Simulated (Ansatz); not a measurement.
**SiH2SF (SMILES F[SiH]S): levels of theory compared**

We compute a comparison of 6 runs (U-wB97X/STO-3G, UHSE06/STO-3G, USVWN5/STO-3G, UBCCD(T)/STO-3G, UCCSDT/STO-3G, FCI/STO-3G) of SiH2SF. 

Program for the calculation: Ansatz 0.2.0.

72 further runs of the same task are left out: 4 that didn't finish, 68 set aside as unsound or not needed.

## Step 1: Starting point

SiH2SF has 5 atoms, charge 0, and is taken as a doublet. SMILES: `F[SiH]S`. The H4–Si2 distance was set to 1.862 Å, away from the relaxed value.

Bond lengths: F1–Si2 1.603 Å, Si2–S3 2.122 Å, S3–H5 1.344 Å. Angles: F1–Si2–S3 112.5°, Si2–S3–H5 95.0°. A long bond or contact: Si2–H4 1.862 Å.

## Step 2: A single-point energy at U-wB97X/STO-3G (run 1)

The input, input.yaml:

```yaml
crystal:
  periodic: [false, false, false]
  atoms:
    - {symbol: F, position_ang: [-1.244200, -0.215092, 1.337239]}
    - {symbol: Si, position_ang: [-0.631300, 0.144108, -0.100261]}
    - {symbol: S, position_ang: [1.398800, 0.750608, 0.011239]}
    - {symbol: H, position_ang: [-0.621800, -1.416500, -1.115500]}
    - {symbol: H, position_ang: [1.140800, 1.911608, 0.638039]}
basis:
  gaussian:
    orbitals: STO-3G
magnetization:
  spin_polarized: true
  initial_magnetization: 1
hamiltonian:
  xc: {name: wB97X}
accuracy: high
```

Launch:

```bash
$ ansatz run input.yaml --threads 1 --pin off --max-ram 2610MiB --events-out events.jsonl --progress --plain --runs-dir runs
```

Standard output:

```text
Warning: RAYON_NUM_THREADS=1 ignored (pool sized by the plan → 1); use --threads N
Functional definition: wB97X
  name "wB97X"
  parameter omega = 0.3/bohr
  parameter cx = 0.157706
  parameter cx1 = 0.726479
  parameter cx2 = 1.04760
  parameter cx3 = -5.70635
  parameter cx4 = 13.2794
  parameter css1 = -4.33879
  parameter css2 = 18.2308
  parameter css3 = -31.7430
  parameter css4 = 17.2901
  parameter cos1 = 2.37031
  parameter cos2 = -11.3995
  parameter cos3 = 6.58405
  parameter cos4 = -3.78132
  exchange = spin_sum(e_x_unif_sr(omega)*poly(b97_u_x, 1 - cx, cx1, cx2, cx3, cx4)) + cx*exact_x_sr(omega)
      + exact_x_lr(omega)
  correlation = spin_sum(e_c_pw_same_spin*poly(b97_u_same, 1, css1, css2, css3, css4))
      + integral(e_c_pw_opposite_spin*poly(b97_u_opposite, 1, cos1, cos2, cos3, cos4))
460 factors; integrals over basis functions are off by at most 3.2e-8 eV
165 factors; integrals over basis functions are off by at most 9.6e-10 eV
mean field evaluation 1: about -21206.5777 eV, gradient 1.5e1 eV
mean field evaluation 2: about -21208.1844 eV, gradient 1.0e1 eV
mean field evaluation 4: about -21208.8916 eV, gradient 5.7e-1 eV
mean field evaluation 8: about -21208.8710 eV, gradient 2.2e-2 eV
mean field evaluation 16: about -21208.8711 eV, gradient 3.0e-5 eV
mean field -21208.87106466 eV, -779.4116357370 hartree, gradient 6.1e-8 eV, S^2 0.754189; 0 other end points of the search recorded, 0 dependent functions left out
reference -21208.87106316 eV, -779.4116356820 hartree; 21, 20 occupied and 4, 5 virtual orbitals, 460 factors
Total energy: -21208.87106316 eV, -779.4116356820 hartree
```

Wall time 14 s (1 thread of Arm Neoverse V1, shared host); peak memory 0.46 GiB.

## Step 3: A single-point energy at UHSE06/STO-3G (run 2)

The input, run.yaml:

```yaml
crystal:
  periodic: [false, false, false]
  atoms:
    - {symbol: F, position_ang: [-1.244200, -0.215092, 1.337239]}
    - {symbol: Si, position_ang: [-0.631300, 0.144108, -0.100261]}
    - {symbol: S, position_ang: [1.398800, 0.750608, 0.011239]}
    - {symbol: H, position_ang: [-0.621800, -1.416500, -1.115500]}
    - {symbol: H, position_ang: [1.140800, 1.911608, 0.638039]}
basis:
  gaussian: {orbitals: STO-3G}
accuracy: high
magnetization: {spin_polarized: true, initial_magnetization: 1}
hamiltonian: {xc: {name: HSE06}}
```

Launch:

```bash
$ ansatz run run.yaml --threads 1 --pin off --max-ram 2610MiB --events-out events.jsonl --progress --plain --runs-dir runs
```

Standard output:

```text
Warning: RAYON_NUM_THREADS=1 ignored (pool sized by the plan → 1); use --threads N
Functional definition: HSE06
  name "HSE06"
  parameter a = 0.25
  parameter omega = 0.11/bohr
  exchange = pbe_x - a*pbe_x_sr(omega) + a*exact_x_sr(omega)
  correlation = pbe_c
460 factors; integrals over basis functions are off by at most 3.2e-8 eV
60 factors; integrals over basis functions are off by at most 8.2e-10 eV
mean field evaluation 1: about -21198.5288 eV, gradient 1.4e1 eV
mean field evaluation 2: about -21197.4454 eV, gradient 1.9e1 eV
mean field evaluation 4: about -21200.2341 eV, gradient 8.6e-1 eV
mean field evaluation 8: about -21200.2259 eV, gradient 1.5e-2 eV
mean field evaluation 16: about -21200.2259 eV, gradient 5.6e-6 eV
mean field -21200.22590941 eV, -779.0939321416 hartree, gradient 2.6e-8 eV, S^2 0.753675; 0 other end points of the search recorded, 0 dependent functions left out
reference -21200.22591117 eV, -779.0939322061 hartree; 21, 20 occupied and 4, 5 virtual orbitals, 460 factors
Total energy: -21200.22591117 eV, -779.0939322061 hartree
```

It took 3.6 s on 1 thread of Arm Neoverse V1, shared host; peak memory 0.15 GiB.

Run 3 isn't shown in full; the table further down has it.

## Step 4: A single-point energy at UBCCD(T)/STO-3G (run 4)

run.yaml, as its differences from that of step 3:

```diff
@@ -9,5 +9,12 @@
 basis:
-  gaussian: {orbitals: STO-3G}
+  gaussian:
+    orbitals: STO-3G
+magnetization:
+  spin_polarized: true
+  initial_magnetization: 1
+correlation:
+  method: bccd_t
+  frozen_orbitals: {F: 1, H: 0, S: 5, Si: 5}
 accuracy: high
-magnetization: {spin_polarized: true, initial_magnetization: 1}
-hamiltonian: {xc: {name: HSE06}}
+scf:
+  omitted_lower_state_checks: [cluster_reference, increment]
```

Launch:

```bash
$ ansatz run run.yaml --threads 1 --pin off --max-ram 2610MiB --events-out events.jsonl --progress --plain --runs-dir runs
```

Standard output, shortened:

```text
Warning: RAYON_NUM_THREADS=1 ignored (pool sized by the plan → 1); use --threads N
Functional definition: HF
  name "HF"
[...]
460 factors; integrals over basis functions are off by at most 3.2e-8 eV
[...]
mean field -21167.87102155 eV, -777.9049119436 hartree, gradient 2.9e-8 eV, S^2 0.778526; 0 other end points of the search recorded, 0 dependent functions left out
11 core orbitals not correlated: weight in the atoms' cores, before any rotation towards them, 1.000 or more for the frozen orbitals, at most 0.000 for the correlated occupied ones
reference -21167.87102155 eV, -777.9049119436 hartree; 10, 9 occupied and 4, 5 virtual orbitals, 460 factors
second order -2.04331415 eV of doubles, -0.00000000 eV of singles
cycle   1  -2.49030691 eV  change   -4.5e-1 eV  update   8.9e-2
[...]
cycle  26  -2.85062698 eV  change   3.0e-10 eV  update   2.4e-9
perturbative correction -0.14110419 eV, -0.0051854832 hartree
Total energy: -21170.86275271 eV, -778.0148560360 hartree
Checks for a lower state left out: cluster_reference, increment
```

It took 0.58 s on 1 thread of Arm Neoverse V1, shared host.

Run 5 isn't shown in full; the table further down has it.

## Step 5: The energy at FCI/STO-3G (run 6)

The input, job.yaml:

```yaml
crystal:
  periodic: [false, false, false]
  atoms:
    - symbol: F
      position_ang: [-1.244200, -0.215092, 1.337239]
    - symbol: Si
      position_ang: [-0.631300, 0.144108, -0.100261]
    - symbol: S
      position_ang: [1.398800, 0.750608, 0.011239]
    - symbol: H
      position_ang: [-0.621800, -1.416500, -1.115500]
    - symbol: H
      position_ang: [1.140800, 1.911608, 0.638039]
basis:
  gaussian:
    orbitals: STO-3G
magnetization:
  spin_polarized: true
  initial_magnetization: 1
correlation:
  method: fci
  frozen_orbitals: {F: 1, H: 0, S: 5, Si: 5}
accuracy: high
```

Launch:

```bash
$ ansatz run job.yaml --threads 1 --pin off --max-ram 2610MiB --events-out events.jsonl --progress --plain --runs-dir runs
```

Standard output:

```text
Warning: RAYON_NUM_THREADS=1 ignored (pool sized by the plan → 1); use --threads N
[... 2 set-up lines as earlier in the session ...]
  exchange = exact_x
  correlation = 0
460 factors; integrals over basis functions are off by at most 3.2e-8 eV
mean field evaluation 1: about -21165.3473 eV, gradient 1.5e1 eV
mean field evaluation 2: about -21165.4042 eV, gradient 1.5e1 eV
mean field evaluation 4: about -21167.8100 eV, gradient 1.5e0 eV
mean field evaluation 8: about -21167.8736 eV, gradient 2.4e-3 eV
mean field -21167.87102155 eV, -777.9049119436 hartree, gradient 2.9e-8 eV, S^2 0.778526; 0 other end points of the search recorded, 0 dependent functions left out
mean field evaluation 16: about -21167.7343 eV, gradient 8.4e-1 eV
11 core orbitals not correlated: weight in the atoms' cores, before any rotation towards them, 1.000 or more for the frozen orbitals, at most 0.000 for the correlated occupied ones
reference -21167.79457585 eV, -777.9021026160 hartree; 10, 9 occupied and 4, 5 virtual orbitals, 460 factors
state -21170.89160514 eV, -778.0159163432 hartree
Total energy: -21170.89160514 eV, -778.0159163432 hartree
```

Run time: 19 s. Hardware: 1 thread of Arm Neoverse V1, shared host; peak memory 0.28 GiB.

## Step 6: Overview of the runs

| run | level | frozen core orbitals | energy (Eh) | ⟨S²⟩ | wall time |
| --- | --- | --- | --- | --- | --- |
| 1 | U-wB97X/STO-3G | – | -779.411636 | 0.754 | 14 s |
| 2 | UHSE06/STO-3G | – | -779.093932 | 0.754 | 3.6 s |
| 3 | USVWN5/STO-3G | – | -776.185497 | 0.751 | 1.5 s |
| 4 | UBCCD(T)/STO-3G | 11 | -778.014856 | 0.779 | 0.58 s |
| 5 | UCCSDT/STO-3G | 11 | -778.015813 | 0.779 | 1.6 s |
| 6 | FCI/STO-3G | 11 | -778.015916 | – | 19 s |

## Step 7: Outcome

| quantity | value |
| --- | --- |
| run 6: total energy | -778.01592 Eh |
| run 6: correlation energy (11 core orbitals frozen) | -113.8 mEh |

Against full CI in this basis: UBCCD(T) +1.1 mEh; UCCSDT +0.1 mEh. Totals of different functionals can't be ranked against each other. In runs 1, 2, 3, 4, 5, 6 the basis is minimal, so the values are rough. All runs together took 39 s, the longest 19 s.
